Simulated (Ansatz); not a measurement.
2H WS₂, treated with LDA (PAW; Ansatz, a program for electronic structure).

Numerical settings: plane-wave cutoff 520 eV, 12×12×4 k mesh (along the axes of the cell as run), perturbation theory, no spin polarisation, scalar-relativistic PAW data made under PBE.

Computed at the level's own relaxed cell.

```
CELL_PARAMETERS angstrom
      3.12675     0.00000     0.00000
     -1.56338     2.70785     0.00000
      0.00000     0.00000    12.15788
ATOMIC_POSITIONS crystal
  W  0.66667 0.33333 0.75000
  W  0.33333 0.66667 0.25000
  S  0.66667 0.33333 0.37848
  S  0.33333 0.66667 0.87848
  S  0.33333 0.66667 0.62152
  S  0.66667 0.33333 0.12152
```

Harmonic phonon frequencies (cm⁻¹; i marks an imaginary mode; at Γ without the LO shift):

```json
[
 {"q point": "Γ", "frequencies": "0 0 0 28 28 44 297 297 300 300 358 358 358 358 419 423 438 441"},
 {"q point": "M", "frequencies": "131 134 141 147 177 179 322 325 345 347 349 357 372 373 373 375 410 411"},
 {"q point": "K", "frequencies": "146 146 151 151 185 186 344 344 354 354 355 358 361 361 363 366 398 398"}
]
```

No imaginary mode appears at these points.
